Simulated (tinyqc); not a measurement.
G0W0 on RHF in the sto-3g basis, for H2O, spin multiplicity 1, step by step. One step of it, computed by the program tinyqc.

Problem. G0W0 on Hartree-Fock: HOMO. W(p,q,m) = sqrt2 sum_ia (pq|ia) (X+Y)_ia,m; Sigma_c(x) = sum_(i,m) W^2/(x - e_i + w_m) + sum_(a,m) W^2/(x - e_a - w_m); solve x = e_p + Sigma_c(x) by Newton steps; Z = 1/(1 - dSigma/dx); 1 hartree = 27.211386 eV.

orbital energies (hartree): MO1 -20.272544, MO2 -1.214126, MO3 -0.533499, MO4 -0.451805, MO5 -0.392567, MO6 0.477878, MO7 0.569595

Two-electron integrals over orbitals (pq|rs), unique and non-zero (hartree):
```
(11|11) 4.746853    (21|11) -0.428217   (21|21) 0.061089    (22|11) 1.019554
(22|21) -0.015070   (22|22) 0.725373    (31|11) 0.024751    (31|21) -0.003140
(31|22) 0.002243    (31|31) 0.011289    (32|11) -0.017360   (32|21) 0.001344
(32|22) 0.003162    (32|31) 0.017238    (32|32) 0.130694    (33|11) 0.774902
(33|21) -0.004960   (33|22) 0.621467    (33|31) -0.000536   (33|32) 0.000577
(33|33) 0.600069    (41|11) 0.169781    (41|21) -0.022332   (41|22) 0.012753
(41|31) 0.001786    (41|32) 0.000121    (41|33) 0.005661    (41|41) 0.023875
(42|11) -0.151332   (42|21) 0.008253    (42|22) -0.023829   (42|31) 0.000023
(42|32) 0.002678    (42|33) 0.001688    (42|41) 0.017338    (42|42) 0.128546
(43|11) 0.024255    (43|21) -0.000880   (43|22) 0.009524    (43|31) -0.002988
(43|32) 0.024226    (43|33) 0.008871    (43|41) -0.001344   (43|42) -0.013244
(43|43) 0.056870    (44|11) 0.918963    (44|21) -0.011055   (44|22) 0.653467
(44|31) -0.000073   (44|32) -0.014242   (44|33) 0.567469    (44|41) -0.008110
(44|42) -0.088733   (44|43) 0.006539    (44|44) 0.689919    (51|51) 0.025962
(52|51) 0.033165    (52|52) 0.150000    (53|51) -0.001815   (53|52) -0.006533
(53|53) 0.027415    (54|51) -0.012248   (54|52) -0.045260   (54|53) 0.003334
(54|54) 0.048176    (55|11) 1.115359    (55|21) -0.012113   (55|22) 0.754124
(55|31) 0.000696    (55|32) -0.009040   (55|33) 0.608445    (55|41) 0.004793
(55|42) -0.082057   (55|43) 0.013795    (55|44) 0.682541    (55|55) 0.880159
(61|11) 0.182774    (61|21) -0.027908   (61|22) 0.001368    (61|31) 0.004196
(61|32) 0.003853    (61|33) -0.001052   (61|41) -0.003361   (61|42) -0.020703
(61|43) 0.000883    (61|44) 0.015201    (61|55) 0.004948    (61|61) 0.025470
(62|11) -0.250427   (62|21) 0.005516    (62|22) -0.125045   (62|31) 0.002393
(62|32) 0.014812    (62|33) -0.068454   (62|41) -0.018097   (62|42) -0.032819
(62|43) -0.007452   (62|44) -0.053722   (62|55) -0.132811   (62|61) 0.011905
(62|62) 0.093087    (63|11) 0.086338    (63|21) -0.001753   (63|22) 0.040575
(63|31) -0.003039   (63|32) 0.026060    (63|33) 0.028432    (63|41) 0.000593
(63|42) -0.018955   (63|43) 0.034946    (63|44) 0.022022    (63|55) 0.048307
(63|61) 0.000046    (63|62) -0.022318   (63|63) 0.070973    (64|11) -0.274319
(64|21) 0.003763    (64|22) -0.128095   (64|31) -0.002160   (64|32) -0.016723
(64|33) -0.053521   (64|41) 0.000035    (64|42) 0.057705    (64|43) -0.017968
(64|44) -0.127991   (64|55) -0.152492   (64|61) -0.003565   (64|62) 0.052447
(64|63) -0.042209   (64|64) 0.109081    (65|51) -0.012108   (65|52) -0.047507
(65|53) 0.007172    (65|54) -0.006381   (65|65) 0.033678    (66|11) 0.798048
(66|21) -0.007702   (66|22) 0.598958    (66|31) -0.002192   (66|32) -0.039757
(66|33) 0.551741    (66|41) 0.016755    (66|42) 0.042906    (66|43) -0.031569
(66|44) 0.556879    (66|55) 0.585717    (66|61) -0.009349   (66|62) -0.088851
(66|63) -0.017774   (66|64) -0.042158   (66|66) 0.613023    (71|11) 0.060883
(71|21) -0.009523   (71|22) -0.000263   (71|31) -0.013582   (71|32) -0.021023
(71|33) 0.001350    (71|41) 0.000687    (71|42) -0.004240   (71|43) 0.004200
(71|44) 0.003933    (71|55) 0.001609    (71|61) 0.002601    (71|62) -0.002096
(71|63) 0.003718    (71|64) 0.001773    (71|66) 0.002589    (71|71) 0.019560
(72|11) -0.086100   (72|21) 0.001746    (72|22) -0.042652   (72|31) -0.014624
(72|32) -0.050180   (72|33) -0.014048   (72|41) -0.003938   (72|42) -0.001009
(72|43) 0.030916    (72|44) -0.025986   (72|55) -0.044878   (72|61) -0.002165
(72|62) 0.009315    (72|63) 0.023812    (72|64) 0.019953    (72|66) -0.030681
(72|71) 0.017633    (72|72) 0.070159    (73|11) -0.356879   (73|21) 0.006794
(73|22) -0.154085   (73|31) 0.000050    (73|32) 0.024615    (73|33) -0.086118
(73|41) 0.000428    (73|42) 0.078391    (73|43) 0.001631    (73|44) -0.133320
(73|55) -0.194445   (73|61) -0.005464   (73|62) 0.059744    (73|63) -0.016157
(73|64) 0.094587    (73|66) -0.058489   (73|71) -0.002019   (73|72) 0.028076
(73|73) 0.159694    (74|11) -0.040562   (74|21) 0.000511    (74|22) -0.015719
(74|31) 0.008211    (74|32) 0.071058    (74|33) -0.006515   (74|41) -0.000957
(74|42) 0.001728    (74|43) 0.011299    (74|44) -0.025039   (74|55) -0.021846
(74|61) 0.002898    (74|62) 0.015298    (74|63) 0.042648    (74|64) -0.006084
(74|66) -0.040436   (74|71) -0.010327   (74|72) -0.011629   (74|73) 0.032832
(74|74) 0.068286    (75|51) -0.004011   (75|52) -0.015841   (75|53) -0.022480
(75|54) 0.001019    (75|65) 0.003023    (75|75) 0.025246    (76|11) -0.002253
(76|21) 0.000220    (76|22) 0.004998    (76|31) 0.006437    (76|32) 0.070781
(76|33) -0.000238   (76|41) 0.003399    (76|42) 0.011483    (76|43) 0.051270
(76|44) -0.014861   (76|55) -0.001976   (76|61) -0.001163   (76|62) -0.010123
(76|63) 0.044991    (76|64) -0.021503   (76|66) -0.039255   (76|71) -0.008359
(76|72) 0.003942    (76|73) 0.027931    (76|74) 0.046596    (76|76) 0.083238
(77|11) 0.824003    (77|21) -0.008409   (77|22) 0.607366    (77|31) 0.005017
(77|32) 0.045948    (77|33) 0.585334    (77|41) 0.004751    (77|42) -0.013193
(77|43) 0.034125    (77|44) 0.564954    (77|55) 0.602298    (77|61) 0.003522
(77|62) -0.058961   (77|63) 0.052171    (77|64) -0.062107   (77|66) 0.526581
(77|71) -0.004595   (77|72) -0.016902   (77|73) -0.069542   (77|74) 0.026538
(77|76) 0.042503    (77|77) 0.619155
```

excitation energies w (hartree): 0.934940  1.011801  1.015568  1.054123  1.237959  1.413385  1.884843  1.942325  20.800971  20.881570

X + Y:
```
             1         2          3          4          5          6          7          8
1>6   0.000000  0.000000   0.000308  -0.000375  -0.000472   0.001597  -0.001854  -0.000577
1>7   0.000000  0.000000  -0.000704   0.001332   0.001002   0.000644   0.002264  -0.002469
2>6   0.000000  0.000000  -0.031120  -0.054935   0.032951  -0.292412   0.768611   0.482480
2>7   0.000000  0.000000  -0.050747   0.069691  -0.020315  -0.090806  -0.536568   0.792913
3>6   0.000000  0.000000   0.466280  -0.550158   0.603625  -0.098464  -0.059688   0.004302
3>7   0.000000  0.000000  -0.306782  -0.300943   0.118492   0.768678   0.106611   0.140091
4>6   0.000000  0.000000   0.793534   0.258520  -0.236550   0.302168   0.068444   0.080487
4>7   0.000000  0.000000  -0.071751   0.708093   0.617840   0.095457   0.033902   0.004130
5>6   0.962236  0.068781   0.000000   0.000000   0.000000   0.000000   0.000000   0.000000
5>7  -0.075228  0.972477   0.000000   0.000000   0.000000   0.000000   0.000000   0.000000

             9         10
1>6   0.996704   0.064295
1>7  -0.064561   0.996975
2>6   0.000189  -0.000021
2>7  -0.000055   0.000288
3>6  -0.000002   0.000035
3>7  -0.000054  -0.000024
4>6  -0.000032   0.000013
4>7   0.000034  -0.000095
5>6   0.000000   0.000000
5>7   0.000000   0.000000
```

Give: The 12 largest terms at x = e_p; Newton steps; quasiparticle energy of the HOMO; Hartree-Fock value.

Solution.

The 12 largest terms at x = e_p (hartree; W for the signs of X + Y given):
```
q  m       W       term
5  6  -0.226      0.036
5  8  -0.197      0.020
5  7  -0.160      0.014
2  1  -0.063   2.26e-03
5  3  -0.044   1.87e-03
6  1   0.046  -1.15e-03
5  5   0.036   1.03e-03
3  2  -0.030   7.92e-04
5  4  -0.027   6.69e-04
7  2   0.035  -6.21e-04
2  2  -0.026   3.80e-04
3  1   0.012   1.37e-04
```

Newton steps (hartree):
```
step       x  Sigma_c(x)      Z
0     -0.393       0.075  0.953
1     -0.321       0.071  0.957
2     -0.321       0.071  0.957
3     -0.321       0.071  0.957
```

quasiparticle energy of the HOMO = -8.738 eV

Hartree-Fock value = -10.682 eV
